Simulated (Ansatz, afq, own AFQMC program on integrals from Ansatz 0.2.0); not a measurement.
AFQMC on a folder of integrals that Ansatz 0.2.0 wrote.

```yaml
crystal:
  periodic: [false, false, false]
  atoms:
    - {symbol: N, position_ang: [0.000000, 0.000000, 0.000000]}
    - {symbol: H, position_ang: [0.000000, 0.000000, 1.036583]}
basis:
  gaussian: {orbitals: "6-31++G**"}
total_charge: -1
magnetization: {spin_polarized: false, initial_magnetization: 1}
correlation: {method: ccsd_t, electrons: outside_noble_gas, hamiltonian_folder: ham}
```

```sh
$ ansatz run in.yaml --threads 1 --pin off --events-out ev --progress --plain --max-ram 1843MiB
```

afq runs on the folder ham with

```
--method phaseless --trial hf --walkers 200 --populations 1 --least-time 40 --time-step 0.005 --steps-per-block 20 --equilibration-blocks 112 --max-blocks 600 --target-error 0.0009600 --factor-cut 1e-05 --start spin_pure --seed 9329 --taylor-order 6
```

Times are imaginary, in 1/Eh. The walk had a cap of 532 s.

```
orbitals 24  electrons 4 3  factors 159 of 233
reference energy -54.90509973 Eh
CCSD correlation -0.17586596 Eh in 12 cycles, weight of the determinant in the CISD state 0.9210
energy of the start -54.905101 Eh
 block  time / (1/Eh)  mean weight  energy / Eh
     1     0.100  1.0001  -54.952154
     2     0.200  1.0013  -54.989723
     3     0.300  1.0010  -55.012177
     4     0.400  1.0020  -55.038476
     5     0.500  1.0013  -55.047184
     7     0.700  1.0010  -55.051702
     9     0.900  1.0016  -55.063028
    18     1.800  1.0009  -55.119417
    52     5.200  1.0012  -55.082873
    86     8.600  1.0002  -55.097726
   120    12.000  1.0005  -55.085230
   154    15.400  1.0003  -55.104382
   188    18.800  0.9998  -55.096591
   222    22.200  0.9996  -55.071838
   256    25.600  1.0001  -55.092774
   290    29.000  1.0006  -55.061637
   324    32.400  0.9995  -55.032045
   358    35.800  1.0014  -55.083352
   392    39.200  1.0002  -55.078507
   426    42.600  1.0015  -55.076270
   460    46.000  0.9999  -55.103100
   494    49.400  1.0009  -55.107354
   528    52.800  1.0006  -55.081937
   562    56.200  0.9990  -55.081664
   596    59.600  1.0000  -55.099879
   630    63.000  1.0009  -55.076146
   664    66.400  0.9990  -55.060048
   698    69.800  0.9997  -55.069884
blocks merged  error / Eh  count
     1  0.000640  600
     2  0.000843  300
     4  0.001095  150
     8  0.001388  75
    16  0.001661  37
    32  0.001715  18
    64  0.001997  9
energy -55.082620 +/- 0.001715 Eh
(rows thinned)
```

Q: Estimate how long the walk took on 1 thread of Arm Neoverse N1, on a shared host.

A: 4.2 min of wall time.

The run passed its tests (sampling time, drift between the halves within three errors, error under three times the target), which doesn't prove that it has relaxed.

Against this walk (error 46.7 meV) on the same determinant: CCSD(T) 80.3 meV lower (within the noise), CCSDT(Q) 109.1 meV lower, full CI 109.7 meV lower, a separate phaseless walk with a CISD trial and standard settings 90.9 ± 49.1 meV lower (within the noise). The error is statistical and leaves out the bias of the constraint.

Cautions: constraint bias not in the error; error above the target (46.7 against 26.1 meV); at this level and basis the anion state lies above a neutral one; a spin-contaminated unrestricted determinant lies lower (UHF 382 meV lower, ⟨S²⟩ 1.77).

CCSDT and higher add their correlation energy to the determinant of the CCSD(T) run, since their own runs factorise the integrals more tightly (a shift of under 2 meV). A walk keeps the symmetry of its determinant, which the program's search chose and which needn't be the lowest solution, so a lower state of the same spin and another symmetry isn't excluded.
